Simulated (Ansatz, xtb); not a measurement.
Loss of SiH4: CH7NSi → CH3N + SiH4

Species: CH7NSi `CN[SiH3]`, singlet; CH3N (methanimine) `C=N`, singlet; SiH4 (silane) `[SiH4]`, singlet. 

Shapes, held fixed at every level: PBE0-D4/def2-TZVP. Programs: Ansatz 0.2.0, xtb 6.7.1. The zero-point and thermal change to 298 K, harmonic and unscaled (PBE0-D4/def2-TZVP), is -17.0 kJ/mol.

```
                             level                   kind  ΔH(298 K) (kJ/mol)  less CCSD(T)/CBS estimate  CPU time (sum over the molecules)
                          GFN2-xTB         semi-empirical              +180.5                      +32.6                             0.17 s
                       HF/def2-SVP           Hartree–Fock              +131.1                      -16.8                              6.8 s
                 PBE-D4/def2-TZVPP                    GGA              +147.0                       -0.9                               13 s
              r2SCAN-D4/def2-TZVPP               meta-GGA              +154.5                       +6.6                               22 s
B3LYP/6-31G* (Cartesian functions)          global hybrid              +128.3                      -19.6                               14 s
                PBE0-D4/def2-TZVPP          global hybrid              +161.2                      +13.3                               14 s
             r2SCAN0-D4/def2-TZVPP          global hybrid              +165.4                      +17.5                               16 s
                CCSD(T)/def2-TZVPP  coupled cluster or CI              +140.0                       -7.9                            1.9 min
              CCSD(T)/CBS estimate  coupled cluster or CI              +147.9                        0.0                            4.1 min
```

The highest level, CCSD(T)/CBS estimate, gives ΔH(298 K) = +147.9 kJ/mol; the levels span +128.3 to +180.5. The column of differences is taken from that level and isn't an error. No measured value is set beside it here. The CBS estimate extrapolates MP2 from def2-TZVPP and def2-QZVPP and adds CCSD(T) − MP2 in the triple-zeta set, cores frozen. Times are processor times on shared x86 and Arm servers, and rough.
